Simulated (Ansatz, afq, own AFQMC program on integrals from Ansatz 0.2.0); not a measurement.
Two steps: Ansatz 0.2.0 writes the Fock matrix and Cholesky factors of the valence space, and afq projects on them the lowest state that overlaps trial and start.

```yaml
crystal:
  periodic: [false, false, false]
  atoms:
    - {symbol: N, position_ang: [0.000000, 0.000000, 0.000000]}
    - {symbol: H, position_ang: [0.590343, 0.592302, 0.590214]}
    - {symbol: H, position_ang: [-0.592921, -0.588246, 0.591684]}
    - {symbol: H, position_ang: [-0.588983, 0.589598, -0.594267]}
    - {symbol: H, position_ang: [0.591561, -0.593654, -0.587631]}
basis:
  gaussian: {orbitals: cc-pVDZ}
total_charge: 1
magnetization: {spin_polarized: true, initial_magnetization: 2}
correlation: {method: ccsd_t, electrons: outside_noble_gas, hamiltonian_folder: ham}
```

```sh
$ ansatz run in.yaml --threads 1 --pin off --events-out ev --progress --plain --max-ram 1843MiB
```

afq runs on the folder ham with

```
--method phaseless --trial cisd --walkers 160 --populations 1 --least-time 40 --time-step 0.02 --steps-per-block 10 --equilibration-blocks 30 --max-blocks 200 --target-error 0.00068 --factor-cut 1e-05 --start spin_pure --seed 6663 --taylor-order 6
```

Times are imaginary, in 1/Eh. The walk had a cap of 296 s.

afq prints:

```
orbitals 33  electrons 5 3  factors 258 of 304
reference energy -56.02698833 Eh
CCSD correlation -0.18016705 Eh in 14 cycles, weight of the determinant in the CISD state 0.8998
energy of the start -56.207043 Eh
 block  time / (1/Eh)  mean weight  energy / Eh
     1     0.200  0.9964  -56.206472
     2     0.400  0.9992  -56.207828
     3     0.600  1.0000  -56.208353
     4     0.800  0.9968  -56.209938
     5     1.000  0.9978  -56.209078
    10     2.000  1.0008  -56.211589
    31     6.200  1.0003  -56.213043
    56    11.200  0.9938  -56.211018
    81    16.200  1.0026  -56.210492
   106    21.200  1.0008  -56.210134
   131    26.200  0.9956  -56.207355
   156    31.200  1.0015  -56.216818
   181    36.200  1.0020  -56.209814
   201    40.200  0.9962  -56.207036
   206    41.200  1.0005  -56.207823
   226    45.200  1.0011  -56.213250
blocks merged  error / Eh  count
     1  0.000163  200
     2  0.000197  100
     4  0.000220  50
     8  0.000222  25
    16  0.000237  12
energy -56.211610 +/- 0.000222 Eh
(rows thinned)
```

The run passed its tests (sampling time, drift between the halves within three errors, error under three times the target), which doesn't prove that it has relaxed.

Against this walk (error 6.0 meV) on the same determinant: CCSD(T) 11.2 meV higher (within the noise), CCSDT(Q) 34.7 meV lower, a separate phaseless walk with a CISD trial and standard settings 0.9 ± 10.8 meV higher (within the noise). The error is statistical and leaves out the bias of the constraint. CCSDT(Q) is the surest value here, so the walk's 35 meV above it is most likely the bias of the constraint with this trial, which can have either sign, or comes from the drawn settings.

Cautions: constraint bias not in the error; another spin lies lower (by 14.70 eV); raised T1 diagnostic (T1 0.050, weight of the determinant 0.90, largest double 0.06); the time-step error isn't removed.

The walk took 2.6 min on 1 thread of Arm Neoverse V1, with other jobs on the host. The log's last line is the phaseless energy.

CCSDT and higher add their correlation energy to the determinant of the CCSD(T) run, since their own runs factorise the integrals more tightly (a shift of under 2 meV).
